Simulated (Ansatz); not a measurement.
Relaxation of BCl₂H₂ (5 atoms, charge 0, multiplicity 2), to a largest force component of 0.03 eV/Å in at most 50 steps.

These are results of UKS revPBE-D4/def2-SVP in Ansatz, not measurements.

```xyz
5
Properties=species:S:1:pos:R:3
B 0.030 0.000 -0.353
H 0.026 0.000 2.032
Cl 1.583 0.000 -1.106
H -1.044 0.000 -0.924
Cl -0.016 0.000 3.376
```

Problem. Where does it end, and by what steps?

Solution. It converged. After 9 steps the energy has fallen by 0.300 eV; H2 moved furthest, 0.69 Å. Parted: H2–Cl5 (1.34 → 1.67 Å). Joined: B1–H2 (2.39 → 1.32 Å).

```tsv
step	energy less start (eV)	largest force component (eV/Å)	accepted
0	0.0000	0.745	yes
1	-0.0758	0.332	yes
2	-0.1243	1.219	yes
3	-0.1556	1.473	yes
4	-0.1970	1.416	yes
5	-0.2852	0.322	yes
6	-0.2407	1.114	no
7	-0.2992	0.166	yes
8	-0.2999	0.150	yes
9	-0.3003	0.008	yes
```

```xyz
5
Properties=species:S:1:pos:R:3
B 0.019 0.000 0.017
H 0.023 0.000 1.338
Cl 1.551 0.000 -0.770
H -1.044 0.000 -0.566
Cl 0.031 0.000 3.006
```

Whether the end is a true minimum wasn't checked by a vibrational analysis.

The run took 44 s on 1 thread of AMD EPYC 7R43 64-Core Processor (Zen 3), with other jobs on the host, peak memory 0.15 GiB.
